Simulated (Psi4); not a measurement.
# [SiH5]− (SMILES [H][Si-]([H])([H])([H])[H]): levels of theory compared

Aim: a comparison of 3 runs (B3LYP/6-31G*, MP2-F12/aug-cc-pVDZ) of [SiH5]−. Input form: a QCSchema input.

The results are computed with Psi4 1.11.

### 1 The structure to begin with

The species is [SiH5]− (6 atoms), meant as a singlet with charge -1. SMILES: `[H][Si-]([H])([H])([H])[H]`. The shape is that of a GFN2-xTB optimisation.

Bond lengths: Si1–H2 1.639 Å, Si1–H3 1.644 Å, Si1–H4 1.491 Å, Si1–H5 1.491 Å, Si1–H6 1.491 Å. Angles: H2–Si1–H3 179.9°, H2–Si1–H4 90.0°, H2–Si1–H5 90.0°, H2–Si1–H6 90.1°, H3–Si1–H4 89.9°, H3–Si1–H5 90.0°, H3–Si1–H6 90.0°, H4–Si1–H5 120.1°, H4–Si1–H6 120.0°, H5–Si1–H6 120.0°.

### 2 The energy at B3LYP/6-31G(d) (spherical functions) (run 1)

The input, job.json:

```json
{
 "schema_name": "qcschema_input",
 "schema_version": 1,
 "molecule": {
  "schema_name": "qcschema_molecule",
  "schema_version": 2,
  "symbols": ["Si", "H", "H", "H", "H", "H"],
  "geometry": [-0.00045353, 0.00043464, 0.0027779, -0.03758665, -0.01472097, 3.09898077, 0.04117713, 0.01485325, -3.10376178, 2.81688245, 0.02239325, 0.03628274, -1.43156203, 2.42848704, -0.00495108, -1.38843848, -2.45144722, -0.02932855],
  "molecular_charge": -1,
  "molecular_multiplicity": 1,
  "fix_symmetry": "c1"
 },
 "driver": "energy",
 "model": {
  "method": "b3lyp",
  "basis": "6-31G*"
 },
 "keywords": {
  "reference": "rks",
  "puream": true,
  "e_convergence": 1e-09,
  "d_convergence": 1e-08,
  "scf_type": "pk",
  "dft_radial_points": 99,
  "dft_spherical_points": 590,
  "scf_properties": ["MULLIKEN_CHARGES", "MAYER_INDICES", "DIPOLE"]
 }
}
```

On the command line:

```bash
$ psi4 --qcschema job.json -n 1 --memory 1600MB
```

stdout:

```text
[...]
  Running in c1 symmetry.
[...]
  Nuclear repulsion =   26.139781456709677
[...]
  Multiplicity = 1
[...]
  Nalpha       = 10
  Nbeta        = 10
[...]
    Number of basis functions: 28
[...]
   @RKS iter   1:  -292.34421028031250   -2.96328e-01   1.10212e-02 DIIS/ADIIS
[...]
   @RKS iter   8:  -292.43402760362159    1.70530e-13   6.05281e-09 DIIS
[...]
    Orbital Energies [Eh]
    ---------------------
    Doubly Occupied:
       1A    -65.880640     2A     -5.035874     3A     -3.394922
       4A     -3.394914     5A     -3.392509     6A     -0.305012
       7A     -0.122643     8A     -0.122583     9A     -0.091938
      10A      0.033454
[...]
  @RKS Final Energy:  -292.43402760362159
   => Energetics <=
    Nuclear Repulsion Energy =             26.1397814567096773
    One-Electron Energy =                -460.5026466886635035
    Two-Electron Energy =                 160.4816869993322825
    DFT Exchange-Correlation Energy =     -18.5528493710000433
    Empirical Dispersion Energy =           0.0000000000000000
    VV10 Nonlocal Energy =                  0.0000000000000000
    Total Energy =                       -292.4340276036215869
[...]
 Multipole Moments:
 ------------------------------------------------------------------------------------
     Multipole            Electronic (a.u.)      Nuclear  (a.u.)        Total (a.u.)
 ------------------------------------------------------------------------------------
 L = 1.  Multiply by 2.5417464519 to convert [e a0] to [Debye]
 Dipole X            :         -0.0023418            0.0011509           -0.0011909
 Dipole Y            :          0.0014570           -0.0010953            0.0003617
 Dipole Z            :          0.0189441           -0.0070006            0.0119434
 Magnitude           :                                                    0.0120081
[...]
```

The result, in JSON:

```text
{
 "driver": "energy",
 "model": {
  "method": "b3lyp",
  "basis": "6-31G*"
 },
 "success": true,
 "return_result": -292.4340276036216,
 "properties": {
  "calcinfo_nbasis": 28,
  "calcinfo_nmo": 28,
  "calcinfo_nalpha": 10,
  "calcinfo_nbeta": 10,
  "calcinfo_natom": 6,
  "nuclear_repulsion_energy": 26.139781456709677,
  "return_energy": -292.4340276036216,
  "scf_one_electron_energy": -460.5026466886635,
  "scf_two_electron_energy": 160.48168699933228,
  "scf_xc_energy": -18.552849371000043,
  "scf_dipole_moment": [-0.001190901930869459, 0.000361668536127957, 0.011943422161120251],
  "scf_total_energy": -292.4340276036216,
  "scf_iterations": 8
 }
}
```

Run time: 3 s. Hardware: 1 thread of AMD EPYC 9R45 (Zen 5), shared host; peak memory 0.5 GiB.

### 3 A single-point energy at MP2-F12/aug-cc-pVDZ (density fitting, density fitting for correlation) (run 2)

The input, job.json:

```json
{
  "schema_name": "qcschema_input",
  "schema_version": 1,
  "molecule": {
    "schema_name": "qcschema_molecule",
    "schema_version": 2,
    "symbols": ["Si", "H", "H", "H", "H", "H"],
    "geometry": [-0.00045353, 0.00043464, 0.0027779, -0.03758665, -0.01472097, 3.09898077, 0.04117713, 0.01485325, -3.10376178, 2.81688245, 0.02239325, 0.03628274, -1.43156203, 2.42848704, -0.00495108, -1.38843848, -2.45144722, -0.02932855],
    "molecular_charge": -1,
    "molecular_multiplicity": 1
  },
  "driver": "energy",
  "model": {
    "method": "mp2-f12",
    "basis": "aug-cc-pVDZ"
  },
  "keywords": {
    "reference": "rhf",
    "scf_type": "df"
  }
}
```

On the command line:

```bash
$ psi4 --qcschema job.json -n 1 --memory 1600MB
```

stdout:

```text
[...]
  Running in c1 symmetry.
[...]
  Nuclear repulsion =   26.139781456709677
[...]
  Multiplicity = 1
[...]
  Nalpha       = 10
  Nbeta        = 10
[...]
    Number of basis functions: 72
[...]
   @DF-RHF iter   1:  -291.70236428720074   -3.90811e-01   2.78125e-03 DIIS/ADIIS
[...]
   @DF-RHF iter   9:  -291.74924223555183   -4.61000e-11   4.57866e-09 DIIS
[...]
    Orbital Energies [Eh]
    ---------------------
    Doubly Occupied:
       1A    -68.581826     2A     -5.913608     3A     -4.019197
       4A     -4.019191     5A     -4.017091     6A     -0.508478
       7A     -0.274567     8A     -0.274479     9A     -0.247535
      10A     -0.089207
[...]
  @DF-RHF Final Energy:  -291.74924223555183
   => Energetics <=
    Nuclear Repulsion Energy =             26.1397814567096773
    One-Electron Energy =                -459.8876917052126032
    Two-Electron Energy =                 141.9986680129511569
    Total Energy =                       -291.7492422355517760
[...]
 Multipole Moments:
 ------------------------------------------------------------------------------------
     Multipole            Electronic (a.u.)      Nuclear  (a.u.)        Total (a.u.)
 ------------------------------------------------------------------------------------
 L = 1.  Multiply by 2.5417464519 to convert [e a0] to [Debye]
 Dipole X            :         -0.0024276            0.0011509           -0.0012767
 Dipole Y            :          0.0014883           -0.0010953            0.0003930
 Dipole Z            :          0.0220742           -0.0070006            0.0150736
 Magnitude           :                                                    0.0151326
[...]
```

The result, in JSON:

```text
{
 "driver": "energy",
 "model": {
  "method": "mp2-f12",
  "basis": "aug-cc-pVDZ"
 },
 "success": true,
 "return_result": -292.1858969761743,
 "properties": {
  "calcinfo_nbasis": 72,
  "calcinfo_nmo": 72,
  "calcinfo_nalpha": 10,
  "calcinfo_nbeta": 10,
  "calcinfo_natom": 6,
  "nuclear_repulsion_energy": 26.139781456709677,
  "return_energy": -292.1858969761743,
  "scf_one_electron_energy": -459.8876917052126,
  "scf_two_electron_energy": 141.99866801295116,
  "scf_dipole_moment": [-0.001276668578450213, 0.00039297339116139973, 0.015073559672785699],
  "scf_total_energy": -291.74924223555183,
  "scf_iterations": 9,
  "mp2_same_spin_correlation_energy": -0.021589137409056682,
  "mp2_opposite_spin_correlation_energy": -0.1469732162648988,
  "mp2_singles_energy": -8.670529599708243e-26,
  "mp2_doubles_energy": -0.16856235367395547,
  "mp2_correlation_energy": -0.16856235367395547,
  "mp2_total_energy": -291.9178045892258
 }
}
```

It took 5.1 s on 1 thread of AMD EPYC 9R45 (Zen 5), shared host; peak memory 0.71 GiB.

### 4 The energy at MP2-F12/aug-cc-pVDZ (sfX2C, density fitting, density fitting for correlation) (run 3)

The input, h5si.json:

```json
{
 "schema_name": "qcschema_input",
 "schema_version": 1,
 "molecule": {
  "schema_name": "qcschema_molecule",
  "schema_version": 2,
  "symbols": ["Si", "H", "H", "H", "H", "H"],
  "geometry": [-0.00045353, 0.00043464, 0.0027779, -0.03758665, -0.01472097, 3.09898077, 0.04117713, 0.01485325, -3.10376178, 2.81688245, 0.02239325, 0.03628274, -1.43156203, 2.42848704, -0.00495108, -1.38843848, -2.45144722, -0.02932855],
  "molecular_charge": -1,
  "molecular_multiplicity": 1
 },
 "driver": "energy",
 "model": {
  "method": "mp2-f12",
  "basis": "aug-cc-pVDZ"
 },
 "keywords": {
  "scf_type": "df",
  "relativistic": "x2c"
 }
}
```

On the command line:

```bash
$ psi4 --qcschema h5si.json -n 1 --memory 1600MB
```

stdout:

```text
[...]
  Running in c1 symmetry.
[...]
  Nuclear repulsion =   26.139781456709677
[...]
  Multiplicity = 1
[...]
  Nalpha       = 10
  Nbeta        = 10
[...]
    Number of basis functions: 72
[...]
    WARNING: The X2C and Dirac Hamiltonians have substatially different eigenvalues!
             This is probably caused by the recontraction of the basis set.
[...]
   @DF-RHF iter   1:  -292.24363558238628   -3.92763e-01   2.79695e-03 ADIIS/DIIS
[...]
   @DF-RHF iter   9:  -292.29096982854793   -4.67821e-11   4.60066e-09 DIIS
[...]
    Orbital Energies [Eh]
    ---------------------
    Doubly Occupied:
       1A    -68.769979     2A     -5.942979     3A     -4.025735
       4A     -4.025730     5A     -4.023622     6A     -0.509589
       7A     -0.274429     8A     -0.274341     9A     -0.247364
      10A     -0.088949
[...]
  @DF-RHF Final Energy:  -292.29096982854793
   => Energetics <=
    Nuclear Repulsion Energy =             26.1397814567096773
    One-Electron Energy =                -460.4960697139285912
    Two-Electron Energy =                 142.0653184286710200
    Total Energy =                       -292.2909698285478726
[...]
 Multipole Moments:
 ------------------------------------------------------------------------------------
     Multipole            Electronic (a.u.)      Nuclear  (a.u.)        Total (a.u.)
 ------------------------------------------------------------------------------------
 L = 1.  Multiply by 2.5417464519 to convert [e a0] to [Debye]
 Dipole X            :         -0.0024293            0.0011509           -0.0012784
 Dipole Y            :          0.0014864           -0.0010953            0.0003910
 Dipole Z            :          0.0221079           -0.0070006            0.0151073
 Magnitude           :                                                    0.0151663
[...]
```

The result, in JSON:

```text
{
 "driver": "energy",
 "model": {
  "method": "mp2-f12",
  "basis": "aug-cc-pVDZ"
 },
 "success": true,
 "return_result": -292.72734780583414,
 "properties": {
  "calcinfo_nbasis": 72,
  "calcinfo_nmo": 72,
  "calcinfo_nalpha": 10,
  "calcinfo_nbeta": 10,
  "calcinfo_natom": 6,
  "nuclear_repulsion_energy": 26.139781456709677,
  "return_energy": -292.72734780583414,
  "scf_one_electron_energy": -460.4960697139286,
  "scf_two_electron_energy": 142.06531842867102,
  "scf_dipole_moment": [-0.001278430082513049, 0.00039104276058732346, 0.015107291467933458],
  "scf_total_energy": -292.29096982854793,
  "scf_iterations": 9,
  "mp2_same_spin_correlation_energy": -0.021583309154645125,
  "mp2_opposite_spin_correlation_energy": -0.14693404265901092,
  "mp2_singles_energy": -2.195938741225059e-23,
  "mp2_doubles_energy": -0.16851735181365604,
  "mp2_correlation_energy": -0.16851735181365604,
  "mp2_total_energy": -292.4594871803616
 }
}
```

It took 4.8 s on 1 thread of AMD EPYC 9R45 (Zen 5), shared host; peak memory 0.72 GiB.

### 5 All runs side by side

```tsv
run	level	integrals	integral approximation	energy (Eh)	HOMO energy (eV)	LUMO energy (eV)	HOMO–LUMO gap (eV)	wall time
1	B3LYP/6-31G* (spherical functions)	pk	none	-292.434028	0.91	7.53	6.62	3 s
2	MP2-F12/aug-cc-pVDZ (density fitting, density fitting for correlation)	df	program's default	-292.185897	-2.43	4.33	6.76	5.1 s
3	MP2-F12/aug-cc-pVDZ (sfX2C, density fitting, density fitting for correlation)	df	program's default	-292.727348	-2.42	4.33	6.75	4.8 s
```

### 6 What came out

```
                                                    quantity          value
                                         run 3: total energy  -292.72735 Eh
                  run 3: HOMO energy (Hartree–Fock orbitals)       -2.42 eV
                  run 3: LUMO energy (Hartree–Fock orbitals)        4.33 eV
run 3: HOMO–LUMO gap (to an unbound level, set by the basis)        6.75 eV
                                   run 3: correlation energy     -419.4 mEh
```

What this shows: Some runs of one species differ in core potentials or relativity; totals across that change don't compare. In run 1 the HOMO lies above zero, so the outermost electron may be held by the basis alone. All runs together took 13 s, the longest 5.1 s.
